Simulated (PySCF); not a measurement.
Species: C2H7PS.
Numbering: `[CH3:1][PH:2]([CH3:3])=[S:4]` (hydrogens: H5, H6, H7 on C1; H8 on P2; H9, H10, H11 on C3)

The closed-shell ground state was solved at several levels (PySCF, density fitting, gas phase, non-relativistic). Geometry: PBE0-D3(BJ)/def2-SVP; no solvent, vibrations or thermal averaging.

| level | basis functions | total energy (Eh) | HOMO (eV) | LUMO (eV) | gap (eV) | dipole (D) |
| --- | --- | --- | --- | --- | --- | --- |
| PBE0/pcSseg-1 | 117 | -819.5848 | -6.49 | 0.56 | 7.05 | 4.72 |
| CAM-B3LYP/def2-SVPD | 147 | -819.6776 | -7.77 | 0.93 | 8.70 | 4.84 |

Question: What might KT3/pcSseg-2 (256 basis functions) give for the same quantities?

Answer: Total energy -826.7749 Eh, HOMO -5.49 eV, LUMO -0.74 eV, gap 4.75 eV, dipole 4.38 D.

Question: Over all these levels, which gives the widest orbital gap and which the narrowest?

Answer: CAM-B3LYP/def2-SVPD (range-separated hybrid) has the widest, 8.70 eV, and KT3/pcSseg-2 (GGA) the narrowest, 4.75 eV. Functional and basis both differ between the two, so the spread mixes both effects.

Question: How far do the dipole and the HOMO energy spread over the levels?

Answer: The dipole runs from 4.38 to 4.84 D (mean 4.64 D) and the HOMO from -7.77 to -5.49 eV.
